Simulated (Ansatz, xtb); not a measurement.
## Redistribution: C2H3N + SiH3(CH3) → C2H4Si + CH5N

Species: C2H3N `C#CN`, singlet; SiH3(CH3) (methylsilane), singlet; C2H4Si (ethynylsilane) `C#C[SiH3]`, singlet; CH5N (methylamine) `CN`, singlet. The partners trade NH2 for SiH3; both sit on C, so the bond types are kept.

Shapes, held fixed at every level: PBE0-D4/def2-TZVP. Programs: Ansatz 0.2.0, xtb 6.7.1. The zero-point and thermal change to 298 K, harmonic and unscaled (PBE0-D4/def2-TZVP), is +5.7 kJ/mol.

```csv
level,kind,ΔH(298 K) (kJ/mol),less CCSD(T)/CBS estimate
GFN1-xTB,semi-empirical,-15.0,-6.2
HF/def2-TZVPP,Hartree–Fock,-9.0,-0.2
r2SCAN-D4/def2-TZVPP,meta-GGA,+6.7,+15.5
PBE0-D4/def2-TZVPP,global hybrid,+9.7,+18.5
wB97M-V/def2-TZVPP,range-separated hybrid,+2.1,+10.9
B2PLYP/def2-TZVPP,double hybrid,-2.7,+6.1
MP2/def2-SVP,perturbation theory,-0.2,+8.6
MP2/def2-TZVPP,perturbation theory,-7.3,+1.5
CCSD(T)/CBS estimate,coupled cluster or CI,-8.8,0.0
```

The highest level, CCSD(T)/CBS estimate, gives ΔH(298 K) = -8.8 kJ/mol; the levels span -15.0 to +9.7. They disagree on the sign: 3 of 9 are positive. The column of differences is taken from that level and isn't an error. No measured value is set beside it here. The CBS estimate extrapolates MP2 from def2-TZVPP and def2-QZVPP and adds CCSD(T) − MP2 in the triple-zeta set, cores frozen.
